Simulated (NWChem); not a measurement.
## Total energies of Na$_{2}$

SMILES: [Na][Na]
```xyz
2

Na     0.0000     0.0000     1.5547
Na     0.0000     0.0000    -1.5547
```
Charge 0, spin multiplicity 1.

The numbers come from NWChem runs, not from measurements. All single points use one geometry, from PBE/def2-SVP, a minimum by its harmonic frequencies.

Basis set: cc-pVQZ (118 functions).

```json
[
 {"method": "RHF", "total energy (Ha)": "-323.71647", "relative cost": "1"},
 {"method": "MP2", "total energy (Ha)": "-323.76975", "relative cost": "6"},
 {"method": "B2PLYP", "total energy (Ha)": "-324.36554", "relative cost": "4"},
 {"method": "PBE", "total energy (Ha)": "-324.36485", "relative cost": "under 3"},
 {"method": "B3LYP", "total energy (Ha)": "-324.62506", "relative cost": "under 3"},
 {"method": "PBE0", "total energy (Ha)": "-324.39003", "relative cost": "under 3"}
]
```

Total energies of different functionals aren't comparable as a measure of quality: only differences taken within one method are. Costs are rough ratios of processor time within this set of runs, SCF included, with RHF as 1.

The correlated methods keep 2 core orbitals frozen. B3LYP has NWChem's definition, with VWN1-RPA local correlation. The structure started from a generated list of species.
